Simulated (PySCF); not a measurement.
One ligand Y is varied and pulled off as a radical: Zn(NH2)1–Y. Gas-phase values, no solvent. One relaxed conformer stands for each flexible species; it need not be the lowest. Multiplicities are imposed; where one is given, others were not computed. Strings in code marks are SMILES.

The dipole moment from two functionals at the same geometries (TPSS-D3(BJ)/def2-SVP), both in PySCF: PBE-D3(BJ)/def2-TZVP and TPSS-D3(BJ)/def2-TZVP. 

```json
[
 {"species": "free radical OH (`[OH]`)", "PBE-D3(BJ)/def2-TZVP (D)": "1.73", "TPSS-D3(BJ)/def2-TZVP (D)": "1.73"},
 {"species": "free radical NH2 (`[NH2]`)", "PBE-D3(BJ)/def2-TZVP (D)": "1.91", "TPSS-D3(BJ)/def2-TZVP (D)": "1.91"},
 {"species": "free radical CH3 (`[CH3]`)", "PBE-D3(BJ)/def2-TZVP (D)": "0.00", "TPSS-D3(BJ)/def2-TZVP (D)": "0.00"},
 {"species": "free radical OCH3", "PBE-D3(BJ)/def2-TZVP (D)": "2.11", "TPSS-D3(BJ)/def2-TZVP (D)": "2.05"},
 {"species": "free radical N(CH3)2 (`C[N]C`)", "PBE-D3(BJ)/def2-TZVP (D)": "1.71", "TPSS-D3(BJ)/def2-TZVP (D)": "1.69"},
 {"species": "free radical SH", "PBE-D3(BJ)/def2-TZVP (D)": "0.87", "TPSS-D3(BJ)/def2-TZVP (D)": "0.87"}
]
```

Over these rows, drawn at random from the members with no instability flagged (it was tested for open shells, ions and some series alone), PBE minus TPSS-D3(BJ): mean +0.01 D, from 0.00 D to +0.06 D.
